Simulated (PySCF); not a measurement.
Static response to an electric field

Species: C5H8.
Atom-mapped SMILES: `[CH2:1]=[C:2]=[CH:3][CH2:4][CH3:5]` (hydrogens: H6, H7 on C1; H8 on C3; H9, H10 on C4; H11, H12, H13 on C5)

Cartesian coordinates in Å at the GFN2-xTB level; atoms count from 1:
```xyz
13
C5H8 angstrom
C      2.687   -0.454   -0.268
C      1.532   -0.091    0.190
C      0.369    0.255    0.646
C     -0.920   -0.427    0.281
C     -1.884    0.550   -0.389
H      3.301   -1.179    0.245
H      3.093   -0.042   -1.179
H      0.282    1.095    1.324
H     -0.715   -1.263   -0.389
H     -1.381   -0.825    1.190
H     -2.105    1.385    0.274
H     -1.446    0.944   -1.303
H     -2.818    0.052   -0.639
```

Level: B3LYP/def2-SVPD (PySCF), static field, nuclei fixed, core orbitals frozen in the response. The polarisability tensor in these axes (au):

```
x   92.30 -9.27 -8.17
y   -9.27 52.37  2.14
z   -8.17  2.14 52.54
```

Question: What are the eigenvalues, a third of the trace, and Δα (Δα² = ½Σ(αi − αj)² over the three pairs)?

Answer: Principal values 50.18, 51.04 and 95.98 au; mean 65.73 au = 9.74 Å³ = 10.84 × 10⁻⁴⁰ C²·m²/J; Δα = 45.38 au (69 % of the mean).

Question: What is the dipole moment, and where does it point?

Answer: (-0.45, -0.04, 0.01) D, 0.45 D in size, pointing from the negative to the positive side. Measured along this direction, the outermost atoms are H6 and H7 at the negative end and H13 at the positive end.

Question: Sum over states: ᾱ = Σ f/ω², ω in Eh. What share falls to these 8 lowest TDDFT singlets (eV, f)? 5.69, 0.0004; 6.23, 0.0003; 6.74, 0.0225; 6.92, 0.0153; 7.12, 0.2029; 7.36, 0.1231; 7.61, 0.1444; 7.66, 0.2118.

Answer: They add up to 9.79 au, 14.9 % of the 65.73 au; the largest single term is 2.96 au, from the state at 7.12 eV. Terms in order: 0.01, 0.01, 0.37, 0.24, 2.96, 1.68, 1.85, 2.67 au. Higher excitations give the rest. The strengths listed sum to 0.721.

Question: Refractivity n − 1 of an ideal gas of it at 400 K and 1 atm, from the electronic α?

Answer: N = p/kT = 1.8347 × 10¹⁹ cm⁻³, so n − 1 = 2π × N × 9.74 × 10⁻²⁴ cm³ = 1123 × 10⁻⁶ at long wavelengths, for an ideal gas.

Question: Find the Langevin capture rate constant for H3O+ (19.018 u) meeting this molecule (68.063 u), k = 2.342 × 10⁻⁹ cm³/s × √(α in Å³ / reduced mass in u).

Answer: The reduced mass is 14.86 u, so k = 1.90 × 10⁻⁹ cm³/s. The formula leaves out the permanent dipole, which adds to the capture rate.

Question: Along which axes do the principal values lie, and how far do the nuclei extend along each?

Answer: Largest value along (0.96, -0.21, -0.19), where the nuclei span 5.96 Å; middle along (0.26, 0.36, 0.90), 2.94 Å; least along (0.12, 0.91, -0.40), 2.60 Å. The response follows the extents in order.

Isolated species at its GFN2-xTB geometry (one conformer only).
